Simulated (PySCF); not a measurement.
# singlet CH5Si+: levels of theory compared

We compute a comparison of 3 runs (HF/STO-3G, BHLYP/aug-cc-pVDZ, CAM-B3LYP/aug-cc-pVDZ) of singlet CH5Si+. 

The calculation is run with PySCF 2.14.0.

1 further run of the same task is left out (set aside as unsound or not needed).

## (1) Starting point

The species is CH5Si+ (7 atoms), meant as a singlet with charge +1. As SMILES of the parent species, `C[SiH2]`. Geometry: relaxed at PBE0-D4/def2-TZVP. That shape belongs to the parent species and isn't relaxed for this state.

Bond lengths: C1–Si2 1.875 Å, C1–H3 1.094 Å, C1–H4 1.092 Å, C1–H5 1.092 Å, Si2–H6 1.491 Å, Si2–H7 1.490 Å. Angles: C1–Si2–H6 111.8°, C1–Si2–H7 111.8°, Si2–C1–H3 110.5°, Si2–C1–H4 110.8°, Si2–C1–H5 110.8°, H6–Si2–H7 109.5°, H3–C1–H4 108.1°, H3–C1–H5 108.2°, H4–C1–H5 108.3°.

## (2) The energy at HF/STO-3G (run 1)

Input file job.py:

```python
from pyscf import gto, scf

mol = gto.Mole()
mol.atom = '''
C     -0.122600    -0.803200     0.095200
Si     0.176200     1.034800     0.314000
H     -0.204800    -1.054900    -0.966600
H      0.699200    -1.383300     0.519500
H     -1.047100    -1.107700     0.589500
H     -0.951500     1.846400    -0.225700
H      1.450600     1.468000    -0.326000
'''
mol.verbose = 3
mol.basis = 'sto-3g'
mol.charge = 1
mol.max_memory = 1860
mol.build()

mf = scf.RHF(mol)
mf.conv_tol = 1e-10
mf.kernel()
if not mf.converged:
    mf = mf.newton().run(mf.mo_coeff, mf.mo_occ)

e_tot = mf.e_tot
print('E(%s) = %.9f' % ('HF', e_tot))
```

Started as:

```bash
OMP_NUM_THREADS=1 python job.py
```

What it wrote:

```text
converged SCF energy = -325.662965155428
E(HF) = -325.662965155
```

Wall time 0.71 s (1 thread of Intel Xeon at 2.70GHz, shared host); peak memory 0.1 GiB.

## (3) A single-point energy at BHLYP/aug-cc-pVDZ (run 2)

Input file calc.py:

```python
from pyscf import gto, dft

mol = gto.M(
    atom='''
C     -0.122600    -0.803200     0.095200
Si     0.176200     1.034800     0.314000
H     -0.204800    -1.054900    -0.966600
H      0.699200    -1.383300     0.519500
H     -1.047100    -1.107700     0.589500
H     -0.951500     1.846400    -0.225700
H      1.450600     1.468000    -0.326000
''',
    charge=1,
    basis='aug-cc-pvdz',
    max_memory=1860,
    verbose=3,
)

calc0 = dft.RKS(mol)
calc0.xc = 'bhandhlyp'
calc0.grids.level = 5
calc0.conv_tol = 1e-10
calc0.kernel()
if not calc0.converged:
    calc0 = calc0.newton().run(calc0.mo_coeff, calc0.mo_occ)

e_tot = calc0.e_tot
print('Final energy', e_tot)
```

Started as:

```bash
OMP_NUM_THREADS=1 python calc.py
```

What it wrote:

```text
converged SCF energy = -330.225397946279
Final energy -330.225397946279
```

Run time: 15 s. Hardware: 1 thread of Intel Xeon at 2.70GHz, shared host; peak memory 0.46 GiB.

## (4) The energy at CAM-B3LYP/aug-cc-pVDZ (run 3)

Input file mol.xyz:

```xyz
7

C     -0.122600    -0.803200     0.095200
Si     0.176200     1.034800     0.314000
H     -0.204800    -1.054900    -0.966600
H      0.699200    -1.383300     0.519500
H     -1.047100    -1.107700     0.589500
H     -0.951500     1.846400    -0.225700
H      1.450600     1.468000    -0.326000
```

Input file input.py:

```python
from pyscf import gto, dft

system = gto.M(
    atom='mol.xyz',
    basis='aug-cc-pvdz',
    verbose=3,
    spin=0,
    charge=1,
    max_memory=1860,
)

mf = dft.RKS(system)
mf.xc = 'cam-b3lyp'
mf.conv_tol = 1e-10
mf.grids.level = 5
mf.kernel()
if not mf.converged:
    mf = mf.newton().run(mf.mo_coeff, mf.mo_occ)

energy = mf.e_tot
print('E = %.10f Eh' % energy)
```

Started as:

```bash
OMP_NUM_THREADS=1 python input.py
```

What it wrote:

```text
converged SCF energy = -330.224807661601
E = -330.2248076616 Eh
```

Run time: 26 s. Hardware: 1 thread of Intel Xeon at 2.70GHz, shared host; peak memory 0.46 GiB.

## (5) Overview of the runs

```
run                  level  integration grid  energy (Eh)  HOMO energy (eV)  LUMO energy (eV)  HOMO–LUMO gap (eV)  wall time
  1              HF/STO-3G                 –  -325.662965            -18.08             -4.68               13.40     0.71 s
  2      BHLYP/aug-cc-pVDZ                 5  -330.225398            -17.06             -9.44                7.61       15 s
  3  CAM-B3LYP/aug-cc-pVDZ                 5  -330.224808            -17.25             -9.30                7.96       26 s
```

## (6) Outcome

| quantity | value |
| --- | --- |
| run 3: total energy | -330.22481 Eh |
| run 3: HOMO energy | -17.25 eV |
| run 3: LUMO energy | -9.30 eV |
| run 3: HOMO–LUMO gap | 7.96 eV |

What this shows: The HOMO–LUMO gap runs from 7.61 eV (BHLYP/aug-cc-pVDZ) to 13.40 eV (HF/STO-3G). The two ends differ in method and basis. Totals of different functionals can't be ranked against each other. In run 1 the basis is minimal, so the values are rough. All runs together took 41 s, the longest 26 s.
